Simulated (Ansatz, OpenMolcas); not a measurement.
# How methods differ on AlH2F (SMILES [H][Al]([H])[F])

AlH2F: 4 atoms, total charge 0, spin state singlet. SMILES: `[H][Al]([H])[F]`. The shape comes from GFN2-xTB, which is rough for such elements, and wasn't checked as a minimum.

Each level gives the vertical ionisation energy (to the doublet cation) (eV). The values are calculated.

| level | kind | program | value (eV) | less FCI/STO-3G | CPU time (all runs) |
| --- | --- | --- | --- | --- | --- |
| HF/STO-3G, open shells restricted | Hartree–Fock | OpenMolcas | 7.30 | -0.03 | 5.6 s |
| SVWN5/STO-3G | LDA | OpenMolcas | 7.59 | +0.26 | 11 s |
| BLYP/STO-3G | GGA | Ansatz | 7.56 | +0.23 | 2.1 s |
| revPBE/STO-3G | GGA | Ansatz | 7.63 | +0.30 | 2.2 s |
| r2SCAN0/STO-3G | hybrid meta-GGA | Ansatz | 8.16 | +0.83 | 5.3 s |
| HSE06/STO-3G | range-separated hybrid | Ansatz | 8.02 | +0.69 | 2.9 s |
| MP2/STO-3G | perturbation theory | Ansatz | 7.62 | +0.29 | 0.26 s |
| CCSDT(Q)/STO-3G | coupled cluster or CI | Ansatz | 7.33 | 0.00 | 0.92 s |
| CCSDTQ/STO-3G | coupled cluster or CI | Ansatz | 7.33 | 0.00 | 19 s |
| FCI/STO-3G | exact in the basis | Ansatz | 7.33 | 0.00 | 0.94 s |

FCI/STO-3G is exact within its basis and frozen core, so for wave-function methods in that basis the difference is their error; functionals converge differently with the basis, so for them it is only a difference. The values span 7.30 to 8.16 eV. All rows use very small basis sets, so even the best lies far from the true value. Times are those of the runs behind each value, whatever else they computed, on shared processors of several kinds: orders of magnitude only.
